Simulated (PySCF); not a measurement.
Electronic absorption of C4H8

Species: C4H8.
SMILES with atom numbers: `[CH3:1]/[CH:2]=[CH:3]\[CH3:4]` (hydrogens: H5, H6, H7 on C1; H8 on C2; H9 on C3; H10, H11, H12 on C4)

Geometry (PBE0-D3(BJ)/def2-SVP, Å), atoms numbered from 1 in this order:
```
atom  x, y, z in Å
C1     1.5623   -0.4629    0.1012
C2     0.7046    0.7300   -0.1673
C3    -0.6331    0.7902   -0.1778
C4    -1.5990   -0.3205    0.0763
H5     2.2243   -0.2847    0.9654
H6     2.2231   -0.6733   -0.7567
H7     0.9804   -1.3719    0.3067
H8     1.2469    1.6596   -0.3791
H9    -1.0863    1.7646   -0.3975
H10   -1.1046   -1.2775    0.2927
H11   -2.2574   -0.0817    0.9286
H12   -2.2609   -0.4727   -0.7930
```

Method: TDDFT CAM-B3LYP/def2-SVPD, vertical, gas phase, core orbitals frozen in the response (PySCF 2.14.0, density-fitted response routines).

Question: What does the calculation give for the low-lying excited states?

Answer: 

```json
{"state": "S1", "E (eV)": "6.71", "ν̃ (cm⁻¹)": "54090", "f": "0.0029", "|μ| (D)": "0.34", "symmetry": "B1 or B2", "main configurations (H = HOMO, L = LUMO)": "H→L (84%), H→L+2 (15%)"}
{"state": "S2", "E (eV)": "7.35", "ν̃ (cm⁻¹)": "59320", "f": "0.018", "|μ| (D)": "0.81", "symmetry": "B1 or B2", "main configurations (H = HOMO, L = LUMO)": "H→L+2 (82%), H→L (14%)"}
{"state": "S3", "E (eV)": "7.36", "ν̃ (cm⁻¹)": "59380", "f": "0.513", "|μ| (D)": "4.29", "symmetry": "B1 or B2", "main configurations (H = HOMO, L = LUMO)": "H→L+1 (96%)"}
{"state": "S4", "E (eV)": "7.70", "ν̃ (cm⁻¹)": "62100", "f": "0.0000", "|μ| (D)": "0.00", "symmetry": "–", "main configurations (H = HOMO, L = LUMO)": "H→L+3 (91%)"}
{"state": "S5", "E (eV)": "8.31", "ν̃ (cm⁻¹)": "67010", "f": "0.0001", "|μ| (D)": "0.05", "symmetry": "–", "main configurations (H = HOMO, L = LUMO)": "H-1→L+1 (95%)"}
{"state": "S6", "E (eV)": "8.54", "ν̃ (cm⁻¹)": "68860", "f": "0.0000", "|μ| (D)": "0.00", "symmetry": "–", "main configurations (H = HOMO, L = LUMO)": "H→L+4 (90%)"}
{"state": "S7", "E (eV)": "9.00", "ν̃ (cm⁻¹)": "72580", "f": "0.020", "|μ| (D)": "0.76", "symmetry": "B1 or B2", "main configurations (H = HOMO, L = LUMO)": "H→L+8 (90%)"}
{"state": "S8", "E (eV)": "9.03", "ν̃ (cm⁻¹)": "72870", "f": "0.033", "|μ| (D)": "0.98", "symmetry": "A1", "main configurations (H = HOMO, L = LUMO)": "H→L+5 (90%)"}
{"state": "S9", "E (eV)": "9.14", "ν̃ (cm⁻¹)": "73710", "f": "0.0000", "|μ| (D)": "0.00", "symmetry": "–", "main configurations (H = HOMO, L = LUMO)": "H-2→L+1 (93%)"}
{"state": "S10", "E (eV)": "9.28", "ν̃ (cm⁻¹)": "74880", "f": "0.0000", "|μ| (D)": "0.02", "symmetry": "–", "main configurations (H = HOMO, L = LUMO)": "H-1→L (88%)"}
```

Triplets (Tamm–Dancoff): T1 4.33 eV, H→L+1 (95%); T2 6.57 eV, H→L (80%), H→L+2 (17%); T3 7.26 eV, H→L+2 (78%), H→L (17%); T4 7.62 eV, H→L+3 (90%).

The lowest singlet comes at 185 nm (647 kJ/mol) in the vacuum ultraviolet; it is very weak; its leading configuration is HOMO→LUMO (84%). The most intense listed level is S3 at 7.36 eV (168 nm, f = 0.513), 0.66 eV above S1. S2/S3 lie within about 0.01 eV of each other. Löwdin shares by element: HOMO carbon 84% (atoms not listed hold the other 16%); LUMO carbon 59% (atoms not listed hold the other 41%). The oscillator strengths of these states sum to 0.587; summed over the whole spectrum of an exact calculation they would give the number of electrons, 32 (Thomas–Reiche–Kuhn). Weighted by f, the mean energy of these states is 7.51 eV. Of the 10 states listed, 4 reach f = 0.01 and 5 stay under 0.0005. The vertical ionisation energy is 9.16 eV (ΔSCF), so S10 and higher lie in the continuum; a finite Gaussian basis only mimics such states. Symmetry labels in C2v follow from the direction of the transition dipole and are given only for states with f of 0.002 or more; B1 and B2 swap with the choice of axes. Singlets were solved by full linear response, triplets in the Tamm–Dancoff approximation.
